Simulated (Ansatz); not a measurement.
**Litharge PbO**

All values below come from PBE-D4 (Ansatz, a first-principles code, PAW).

Cell: relaxed at this level.

```json
{
 "interlayer_binding_energy": "24.8 meV/Å²",
 "layer_repeat_distance": "4.954 Å",
 "gap_between_the_layers": "2.582 Å"
}
```

Note: a distance lies near a switch of the dispersion term, which can move the cell.

Spin–orbit coupling is not included; it can shift volumes and moduli of such heavy elements.

Computed values are for the static lattice.
